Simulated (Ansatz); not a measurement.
We consider KBiCu₂S₃ (P-1, No. 2; cell taken from a computed entry), described by LDA (plane waves, PAW; Ansatz, a quantum-chemistry and plane-wave program).

The input as run:

Ansatz 0.2 input:
```yaml
crystal:
  lattice:
    - [6.3931443153, -0.013663299, -0.0054708764]
    - [-0.1409190715, 9.1357064165, 0.0575826585]
    - [-0.1233798966, -0.0520975245, 10.3756593835]
  atoms:
    - { symbol: K, position: [0.201539167, 0.9337649348, 0.8743362476] }
    - { symbol: K, position: [0.798460833, 0.0662350652, 0.1256637524] }
    - { symbol: K, position: [0.6961012292, 0.9233386619, 0.6356206913] }
    - { symbol: K, position: [0.3038987708, 0.0766613381, 0.3643793087] }
    - { symbol: Cu, position: [0.4928195634, 0.6295413603, 0.8273515158] }
    - { symbol: Cu, position: [0.5071804366, 0.3704586397, 0.1726484842] }
    - { symbol: Cu, position: [0.0203134132, 0.2227116336, 0.6322640744] }
    - { symbol: Cu, position: [0.9796865868, 0.7772883664, 0.3677359256] }
    - { symbol: Cu, position: [0.0800011133, 0.3365975259, 0.9666881482] }
    - { symbol: Cu, position: [0.9199988867, 0.6634024741, 0.0333118518] }
    - { symbol: Cu, position: [0.5814494715, 0.3367801922, 0.5428243312] }
    - { symbol: Cu, position: [0.4185505285, 0.6632198078, 0.4571756688] }
    - { symbol: Bi, position: [0.529825251, 0.3186829278, 0.8537729711] }
    - { symbol: Bi, position: [0.470174749, 0.6813170722, 0.1462270289] }
    - { symbol: Bi, position: [0.0333728873, 0.5372962512, 0.6528564275] }
    - { symbol: Bi, position: [0.9666271127, 0.4627037488, 0.3471435725] }
    - { symbol: S, position: [0.88637905, 0.188499036, 0.8284781343] }
    - { symbol: S, position: [0.11362095, 0.811500964, 0.1715218657] }
    - { symbol: S, position: [0.3633362276, 0.1838796719, 0.6563473267] }
    - { symbol: S, position: [0.6366637724, 0.8161203281, 0.3436526733] }
    - { symbol: S, position: [0.3398171255, 0.1990655937, 0.0562658486] }
    - { symbol: S, position: [0.6601828745, 0.8009344063, 0.9437341514] }
    - { symbol: S, position: [0.6250337414, 0.5671913588, 0.6367736583] }
    - { symbol: S, position: [0.3749662586, 0.4328086412, 0.3632263417] }
    - { symbol: S, position: [0.1633543751, 0.5704136231, 0.8886363692] }
    - { symbol: S, position: [0.8366456249, 0.4295863769, 0.1113636308] }
    - { symbol: S, position: [0.1568611777, 0.7884480945, 0.5548879158] }
    - { symbol: S, position: [0.8431388223, 0.2115519055, 0.4451120842] }
basis:
  ecutwfc: 520
  ecutrho_ratio: 4
  xc_grid: 2
kpoints:
  mp_grid: { grid: [6, 4, 4] }
  band_path:
    path:
      - [0.0, 0.0, 0.0]
      - [0.0, 0.0, 0.25]
      - [0.0, 0.0, 0.5]
      - [0.0, 0.5, 0.0]
      - [0.0, 0.25, 0.0]
      - [-0.125, 0.0, 0.0]
      - [-0.25, 0.0, 0.0]
      - [-0.375, 0.0, 0.0]
      - [-0.5, 0.0, 0.0]
      - [-0.5, 0.5, 0.5]
      - [-0.416667, 0.416667, 0.416667]
      - [-0.333333, 0.333333, 0.333333]
      - [-0.25, 0.25, 0.25]
      - [-0.166667, 0.166667, 0.166667]
      - [-0.083333, 0.083333, 0.083333]
      - [-0.1, 0.1, 0.0]
      - [-0.2, 0.2, 0.0]
      - [-0.3, 0.3, 0.0]
      - [-0.4, 0.4, 0.0]
      - [-0.5, 0.5, 0.0]
      - [-0.5, 0.0, 0.5]
      - [-0.4, 0.0, 0.4]
      - [-0.3, 0.0, 0.3]
      - [-0.2, 0.0, 0.2]
      - [-0.1, 0.0, 0.1]
      - [0.0, 0.125, 0.125]
      - [0.0, 0.25, 0.25]
      - [0.0, 0.375, 0.375]
      - [0.0, 0.5, 0.5]
    npoints: 1
hamiltonian:
  xc: lda
  dispersion: none
  pseudopotentials: { kind: paw }
scf:
  occupations: { method: fermi_dirac, width: 0.01 }
  convergence: { dr2_threshold: 0.0000000028 }
output:
  forces: true
  stress: true
  eigenvalues: true
  write_bands: true
```

**Question.** How many irreducible k-points, plane waves at Γ does the program set up, and what pressure does the run end with?

**Answer.** 52 irreducible k-points, 16303 plane waves at Γ; P = -2.27 GPa, so the cell is stretched on average and its volume would shrink at this level.

The run printed, among other lines:

```
Crystal: 28 atoms, lattice volume = 605.993 Å³
Basis set: ecut = 520 eV, 16303 PW (Γ), exchange–correlation on 96×144×160 points (8 copies of the dense FFT grid, shifted against one another)
Bands: 192, of which v1, the nominal top of the filled ones, is band 160 counted from 1 (159 counted from 0)
Symmetry: 2 space group operations
Space group: P-1 (ITA 2), of the structure as read, at distance tolerance 8.5e-5 Å
k-points: 52 of 96
Functional: x = slater, c = lda
SCF iter   1: F=—  HF=-117223.019310 eV  |F-HF|=—  |Δ(HF+E_count)|=         —  Δρ=1.13e-2  dr2=5.18e-1
SCF iter   2: F=—  HF=-117223.002762 eV  |F-HF|=—  |Δ(HF+E_count)|=   1.65e-2  Δρ=1.03e-2  dr2=4.86e-1
  ...
SCF iter  14: F=—  HF=-117222.892468 eV  |F-HF|=—  |Δ(HF+E_count)|=  4.51e-10  Δρ=1.23e-6  dr2=6.63e-9
SCF iter  15: F=-117222.892468 eV  HF=-117222.892468 eV  |F-HF|=2.02e-9  |Δ(HF+E_count)|=  5.82e-10  Δρ=6.72e-7  dr2=2.10e-9
SCF 1 converged in 15 iterations: F = -117222.892468 eV  dr2 = 2.10e-9
SCF converged after 15 iterations
Free energy (F): -117222.892468 eV
  ...
  atom   4  K     -0.00219166     0.00254019     0.02097582
  atom   5  Cu    -0.00593906     0.00621977    -0.00555770
  atom   6  Cu     0.00593906    -0.00621977     0.00555770
  atom   7  Cu     0.00508369    -0.01707547     0.02415150
  atom   8  Cu    -0.00508369     0.01707547    -0.02415150
  atom   9  Cu    -0.01374617    -0.02390019     0.00796179
  atom  10  Cu     0.01374617     0.02390019    -0.00796179
  atom  11  Cu    -0.02693231    -0.02446086    -0.01485007
  atom  12  Cu     0.02693231     0.02446086     0.01485007
  atom  13  Bi    -0.01634394    -0.05792047    -0.01838170
  atom  14  Bi     0.01634394     0.05792047     0.01838170
  atom  15  Bi    -0.04160178     0.03525284     0.01368561
  atom  16  Bi     0.04160178    -0.03525284    -0.01368561
  atom  17  S      0.08042174     0.09757954    -0.03770515
  atom  18  S     -0.08042174    -0.09757954     0.03770515
  atom  19  S     -0.02653622     0.10527519    -0.04284116
  atom  20  S      0.02653622    -0.10527519     0.04284116
  atom  21  S      0.01392485     0.19070946    -0.02203535
  atom  22  S     -0.01392485    -0.19070946     0.02203535
  atom  23  S     -0.05147241    -0.04128160     0.01926484
  atom  24  S      0.05147241     0.04128160    -0.01926484
  atom  25  S      0.01107889    -0.03616405     0.00118666
  atom  26  S     -0.01107889     0.03616405    -0.00118666
  atom  27  S     -0.00123856    -0.12879747    -0.17547534
  atom  28  S      0.00123856     0.12879747     0.17547534
--- Stress (GPa, compression-positive) ---
       -2.251664      -0.022187       0.051918
       -0.022187      -2.234116      -0.107110
        0.051918      -0.107110      -2.321351
  P = ⅓ Tr σ = -2.2690 GPa (-22.690 kbar)
```

The PAW data were made under PBE.

Note: cell and atoms aren't relaxed at this level (largest force component 0.19 eV/Å, pressure -2.3 GPa).
